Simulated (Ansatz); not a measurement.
Relaxation of AlH5OSi (8 atoms, charge 0, multiplicity 1), to a largest force component of 0.03 eV/Å in at most 50 steps.

The calculation used Ansatz, RKS PBE0-D4/def2-SVP.

```xyz
8
Properties=species:S:1:pos:R:3:forces:R:3
Al -0.608 0.333 -0.592 -0.02 -0.19 0.04
O 1.414 -0.464 1.439 0.09 0.76 -0.47
Si 0.103 -0.283 2.466 0.00 -0.05 -0.03
H -1.163 -0.221 1.637 0.00 0.00 0.00
H 0.064 -1.495 3.322 -0.01 0.01 -0.02
H 0.161 0.968 3.271 0.03 0.02 0.03
H 1.675 0.358 0.966 -0.15 -0.68 0.43
H -1.302 -1.176 -0.778 0.07 0.13 0.04
```

Q: Where does it end, and by what steps?

A: The forces met the threshold. After 14 steps the energy has fallen by 0.613 eV; H8 moved furthest, 1.38 Å. Joined: Al1–O2 (2.97 → 1.97 Å).

```
step  energy less start (eV)  largest force component (eV/Å)  accepted
   0                  0.0000                           0.757       yes
   1                 -0.0250                           0.431       yes
   2                 -0.0556                           0.543       yes
   3                 -0.0985                           1.436       yes
   4                 -0.1481                           1.476       yes
   5                 -0.2247                           0.856       yes
   6                 -0.3093                           0.689       yes
   7                 -0.3904                           0.448       yes
   8                 -0.4725                           0.360       yes
   9                 -0.5317                           0.457       yes
  10                 -0.5807                           0.423       yes
  11                 -0.5501                           0.676        no
  12                 -0.6004                           0.286       yes
  13                 -0.6127                           0.092       yes
  14                 -0.6134                           0.021       yes
```

```xyz
8
Properties=species:S:1:pos:R:3
Al 0.152 -0.516 -0.822
O 0.880 0.207 0.855
Si -0.241 -0.336 2.121
H -1.571 0.336 2.202
H -0.183 -1.771 2.528
H 0.551 0.356 3.223
H 1.643 0.750 1.096
H -0.886 -1.007 0.527
```

The run took 42 s on 1 thread of Arm Neoverse V1, on a shared host, peak memory 0.16 GiB.
